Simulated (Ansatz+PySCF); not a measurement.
Results of a calculation; reference values are marked as such.
Several solutions for triplet NO(-)

```xyz
2

N     0.0000    0.0000   -0.6093
O     0.0000    0.0000    0.5331
```

Basis set: aug-cc-pVDZ (spherical functions). Charge -1, multiplicity 3.

CASSCF(4,4) was run from several starts with Ansatz (development build ahead of 0.2.0) and PySCF 2.14.0. The starts are those of the Hartree–Fock orbitals from which the active space was taken at the frontier.

```tsv
run	program	start	converged	energy (hartree)	<S²>
A	Ansatz	stability test followed	yes	-129.24148	2.00
B	Ansatz	atomic start, no search	yes	-129.23832	2.00
C	Ansatz	search for the lowest state	yes	-129.24504	2.00
D	PySCF	program defaults	yes	-129.24650	2.00
```

(1) Which runs reached the lowest solution of this kind, and what is wrong with the others?

## Answers

(1) D reached the lowest solution found. Converged but too high: A by 0.14 eV, B by 0.22 eV, C by 0.04 eV. Convergence only shows a stationary point; in CASSCF the end hangs on which orbitals enter the active space. Caution: other starts end on other solutions of this active space.
